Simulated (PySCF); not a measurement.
**How the functional moves excitation energies**

Compound: thiohydroxylamine, H₃NS.
SMILES: `NS`

Linear-response calculations in the def2-SVPD basis (PySCF; singlets by full response, triplets Tamm–Dancoff, core orbitals frozen in the response; HF means time-dependent Hartree–Fock). 'Strongest' is the level of largest summed f among the singlets computed (10 roots, of which the last may lack a degenerate partner); it can jump between rows when another state enters that window. S1 is the lowest singlet of each run and needn't be the same state throughout; f(S1) is that of one state. Geometry: PBE0-D3(BJ)/def2-SVP, one conformer, isolated molecule.

```json
{"functional": "LDA", "kind": "LDA", "S1 (eV)": "4.95", "f(S1)": "0.003", "strongest (eV)": "7.11", "T1 (eV)": "4.51", "HOMO (eV)": "-5.93", "gap (eV)": "4.73", "ionisation energy, ΔSCF (eV)": "9.93"}
{"functional": "PBE", "kind": "GGA", "S1 (eV)": "4.94", "f(S1)": "0.003", "strongest (eV)": "7.06", "T1 (eV)": "4.42", "HOMO (eV)": "-5.85", "gap (eV)": "4.75", "ionisation energy, ΔSCF (eV)": "9.72"}
{"functional": "B3LYP", "kind": "global hybrid, 20% exact exchange", "S1 (eV)": "5.13", "f(S1)": "0.003", "strongest (eV)": "7.46", "T1 (eV)": "4.60", "HOMO (eV)": "-6.88", "gap (eV)": "6.38", "ionisation energy, ΔSCF (eV)": "9.82"}
{"functional": "PBE0", "kind": "global hybrid, 25% exact exchange", "S1 (eV)": "5.27", "f(S1)": "0.002", "strongest (eV)": "7.69", "T1 (eV)": "4.66", "HOMO (eV)": "-7.11", "gap (eV)": "6.90", "ionisation energy, ΔSCF (eV)": "9.75"}
{"functional": "BHandHLYP", "kind": "global hybrid, 50% exact exchange", "S1 (eV)": "5.41", "f(S1)": "0.003", "strongest (eV)": "8.10", "T1 (eV)": "4.80", "HOMO (eV)": "-8.26", "gap (eV)": "8.72", "ionisation energy, ΔSCF (eV)": "9.67"}
{"functional": "CAM-B3LYP", "kind": "range-separated hybrid", "S1 (eV)": "5.25", "f(S1)": "0.003", "strongest (eV)": "7.79", "T1 (eV)": "4.68", "HOMO (eV)": "-8.50", "gap (eV)": "9.09", "ionisation energy, ΔSCF (eV)": "9.84"}
{"functional": "LC-wPBE", "kind": "range-separated hybrid", "S1 (eV)": "5.49", "f(S1)": "0.002", "strongest (eV)": "8.28", "T1 (eV)": "4.79", "HOMO (eV)": "-9.94", "gap (eV)": "11.62", "ionisation energy, ΔSCF (eV)": "9.87"}
{"functional": "HF", "kind": "Hartree–Fock", "S1 (eV)": "5.74", "f(S1)": "0.003", "strongest (eV)": "8.96", "T1 (eV)": "4.96", "HOMO (eV)": "-10.06", "gap (eV)": "12.14", "ionisation energy, ΔSCF (eV)": "not settled"}
```

**Question.** What does wB97X-D (range-separated hybrid) give?

**Answer.** S1 (eV) 5.38, f(S1) 0.002, strongest (eV) 7.95, T1 (eV) 4.85, HOMO (eV) -9.02, gap (eV) 10.48, ionisation energy, ΔSCF (eV) 9.87. S1 runs from 4.94 eV (PBE) to 5.74 eV (HF), a spread of 0.80 eV, while the orbital gap spreads over 7.4 eV. Along PBE (0%), B3LYP (20%), PBE0 (25%), BHandHLYP (50%), HF (100%) S1 rises with the share of exact exchange. −ε(HOMO) comes closest to its own ΔSCF ionisation energy with LC-wPBE (+0.07 eV) and misses most with LDA (-4.00 eV). 'Not settled' means that the ion's SCF failed to converge or may have ended in another state than the lowest.
